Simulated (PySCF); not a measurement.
AlCl₃. Atoms are numbered in the order given.

```xyz
4

Al     0.0000     0.0000     0.0000
Cl    -2.0780     0.0000     0.0000
Cl     1.0390     1.7996     0.0000
Cl     1.0390    -1.7996     0.0000
```
Charge 0, spin multiplicity 1.

Geometry optimised at PBE0-D3(BJ)/def2-SVP. The isomer is the one that the SMILES or the coordinates give; other isomers of the formula were not compared.

Vertical ionisation energy (IE) and electron affinity (EA) in eV. Rows of orbital energies are one-electron estimates. Where ΔSCF, EOM or ADC give a negative EA the extra electron is unbound and the value depends on the basis.

| level | IE | EA |
|---|---|---|
| −ε(HOMO), −ε(LUMO), PBE/def2-TZVPD (PySCF) | 8.02 | 2.35 |
| ADC(2)/aug-cc-pVDZ (PySCF) | 11.52 | 0.12 |

Problem. Beyond the first one, list the lowest photoelectron lines from ADC(2)/aug-cc-pVDZ (PySCF) with their pole strengths (two spins summed). (Estimate from the structure and the level; the computed values follow.)

Solution. 12.07 eV (1.81), 12.07 eV (1.81), 12.22 eV (1.80), 12.22 eV (1.80), 12.80 eV (1.81).
